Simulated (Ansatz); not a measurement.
# CH4OS: one structure at several levels

One table from this session's results is given with a row withheld; the runs are named, their logs left out.

Program: Ansatz 0.2.0, Gaussian basis. Level of theory: single points in def2-TZVPP. These are calculated values, not measurements.

Correlated methods freeze the cores.

## Starting geometry

SMILES `CSO`, 7 atoms, charge 0, spin multiplicity 1.

Atoms are counted from 1 here; the program's logs count them from 0.

Bond lengths: C1–S2 1.773 Å, C1–H4 1.149 Å, C1–H5 0.908 Å, C1–H6 1.163 Å, S2–O3 1.742 Å, O3–H7 0.789 Å. Angles: S2–C1–H4 104.6°, S2–C1–H5 110.8°, S2–C1–H6 101.4°, H4–C1–H5 123.2°, H4–C1–H6 99.5°, H5–C1–H6 114.6°, C1–S2–O3 104.9°, S2–O3–H7 104.4°.

Geometry (Å):

```
C    -0.6923    0.5427   -0.3571
S     1.0268    0.1425   -0.5214
O     1.2492   -1.2865    0.4498
H    -1.2394   -0.4527   -0.5316
H    -0.8904    1.3050   -0.8092
H    -0.8010    0.6223    0.7977
H     1.5304   -1.0154    1.1350
```

The first run:

run/in.yaml

```yaml
crystal:
  periodic: [false, false, false]
  atoms:
    - {symbol: C, position_ang: [-0.692300, 0.542700, -0.357100]}
    - {symbol: S, position_ang: [1.026800, 0.142500, -0.521400]}
    - {symbol: O, position_ang: [1.249200, -1.286500, 0.449800]}
    - {symbol: H, position_ang: [-1.239400, -0.452700, -0.531600]}
    - {symbol: H, position_ang: [-0.890400, 1.305000, -0.809200]}
    - {symbol: H, position_ang: [-0.801000, 0.622300, 0.797700]}
    - {symbol: H, position_ang: [1.530400, -1.015400, 1.135000]}
basis:
  gaussian: {orbitals: def2-TZVPP}
correlation: {method: ccsd_t}
output: {forces: true}
```

No record of the launch command was kept for these runs.

Among the steps run: CCSD(T)/def2-TZVPP; PBE0-D4/def2-TZVPP; wB97M-V/def2-TZVPP; r2SCAN-D4/def2-TZVPP; PBE-D4/def2-TZVPP; BHLYP-D4/def2-TZVPP; LC-wPBE/def2-TZVPP.

One of the session's tables, all rows but one given; the rest of the session is left out.

```
   method  RMS force component (eV/Å)  angle to CCSD(T) forces (°)  dipole (D)
  CCSD(T)                       6.661                    reference        1.97
  PBE0-D4                       6.673                          1.1        2.01
  wB97M-V                       6.636                          0.9        2.01
r2SCAN-D4                           ?                            ?           ?
   PBE-D4                       6.737                          1.5        1.93
 BHLYP-D4                       6.535                          2.3        2.09
  LC-wPBE                       6.740                          2.1        2.09
```

Q: Estimate the row for r2SCAN-D4 from the others.

As computed: RMS force component (eV/Å): 6.640; angle to CCSD(T) forces (°): 0.4; dipole (D): 2.00. In the column «RMS force component (eV/Å)» it lies between wB97M-V (6.636) and CCSD(T) (6.661).
